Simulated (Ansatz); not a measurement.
A calculation with Ansatz (development build ahead of 0.2.0).

```yaml
crystal:
  periodic: [false, false, false]
  atoms:
    - { symbol: Al, position_ang: [0.0, 0.0, -0.63094] }
    - { symbol: F, position_ang: [0.0, 0.0, 0.91136] }
basis:
  gaussian: { orbitals: cc-pVTZ }
hamiltonian:
  xc: hf
correlation:
  method: mp2
  frozen_orbitals: { Al: 5, F: 1 }
```

The input is written out in the form of the current development build from the run's settings.

Output:

```
Converged                       : yes
Reference energy                : -341.46232 hartree
Correlation energy              : -0.30732 hartree
Total energy                    : -341.76964 hartree
Spin squared of the determinant : 0.000
```
